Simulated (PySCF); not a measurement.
# SMILES F[C@@H]1SC[C@@H]1F, C3H4F2S

Geometry:
| atom | x (Å) | y (Å) | z (Å) |
| --- | --- | --- | --- |
| F1 | 0.857 | -0.194 | -1.885 |
| C2 | 1.027 | -0.151 | -0.540 |
| S3 | 0.414 | -1.669 | 0.283 |
| C4 | -0.962 | -0.480 | 0.521 |
| C5 | -0.043 | 0.688 | 0.178 |
| F6 | -0.612 | 1.664 | -0.585 |
| H7 | 2.075 | 0.089 | -0.348 |
| H8 | -1.733 | -0.634 | -0.232 |
| H9 | -1.389 | -0.484 | 1.520 |
| H10 | 0.375 | 1.175 | 1.066 |

Method: PySCF 2.14.0, TDDFT wB97X-D/aug-cc-pVDZ circular dichroism and optical rotation, one conformer, gas phase. Geometry: GFN2-xTB.

Problem. Draw the ECD and absorption spectra from the lowest 16 states, each a Gaussian of half-width 0.3 eV at 1/e height.

Solution. 
```
E (eV)  λ (nm)  Δε (L mol⁻¹ cm⁻¹)  ε (L mol⁻¹ cm⁻¹)
  4.65     267              -0.10              2.32
  4.80     258              -0.42              9.55
  4.95     251              -1.04              23.9
  5.10     243              -1.58              36.2
  5.25     236              -1.46              33.3
  5.40     230              -0.81              18.6
  5.55     223              -0.27              6.39
  5.70     218              -0.05              2.95
  5.85     212              +0.05              18.5
  6.00     207              +0.36               124
  6.15     202              +1.50               513
  6.30     197              +3.89              1330
  6.45     192              +6.46              2190
  6.60     188              +7.02              2390
  6.75     184              +4.69              1830
  6.90     180              -0.41              1260
  7.05     176              -8.96              1490
  7.20     172             -18.57              2500
  7.35     169             -20.59              3450
  7.50     165             -11.88              3900
  7.65     162              -2.53              3920
  7.80     159              -1.84              3490
  7.95     156              -9.49              3380
  8.10     153             -19.12              4730
  8.25     150             -20.66              6750
  8.40     148             -10.69              7490
  8.55     145              -0.98              6520
  8.70     143              -2.46              4880
```
Δε uses R in velocity form, ε uses f in length form. Only the states computed contribute, so the short-wavelength end is incomplete.
